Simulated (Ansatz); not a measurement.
A run of Ansatz (development build ahead of 0.2.0) on singlet Li₂ at this shape:

```json
{"atom": "Li", "x (Å)": "-0.0394", "y (Å)": "-0.0304", "z (Å)": "-1.3982"}
{"atom": "Li", "x (Å)": "-0.0238", "y (Å)": "0.0192", "z (Å)": "1.3540"}
```

Its results:

| Item | Value |
| --- | --- |
| Converged | yes |
| Reference energy | -14.87028 hartree |
| Correlation energy | -0.02024 hartree |
| Total energy | -14.89051 hartree |
| Spin squared of the determinant | 0.000 |

(1) Which input gives this output? Name the method, the orbitals and the basis set, and write the input.

## Answers

(1) RHF-MP2 in aug-cc-pVDZ. An unrestricted run that stays on the closed shell gives the same numbers.

```yaml
crystal:
  periodic: [false, false, false]
  atoms:
    - { symbol: Li, position_ang: [-0.03945, -0.03037, -1.39815] }
    - { symbol: Li, position_ang: [-0.02375, 0.0192, 1.35398] }
basis:
  gaussian: { orbitals: aug-cc-pVDZ }
hamiltonian:
  xc: hf
correlation:
  method: mp2
  frozen_orbitals: { Li: 0 }
```
